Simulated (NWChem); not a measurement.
**Electron attachment to Cl (+1)**

```xyz
1

Cl     0.0000     0.0000     0.0000
```
Charge +1, spin multiplicity 3.

The numbers come from NWChem runs, not from measurements.

Basis set: def2-TZVPD. The species with one electron more has spin multiplicity 2. Δ marks differences of total energies (open shells unrestricted). −ε marks an orbital energy of the parent. That orbital need not have the symmetry of the hole or added electron in the Δ rows.

B3LYP has NWChem's definition, with VWN1-RPA local correlation. The stability of the SCF solutions was not checked.

Task: One of these methods gave a vertical electron affinity of 14.92 eV. Which?
A) G0W0@PBE0
B) G0W0@PBE
C) −ε(beta LUMO) of BHandHLYP
D) ΔB3LYP

Result: C, −ε(beta LUMO) of BHandHLYP. The others give 12.86 (G0W0@PBE), 12.63 (G0W0@PBE0), 13.07 (ΔB3LYP).
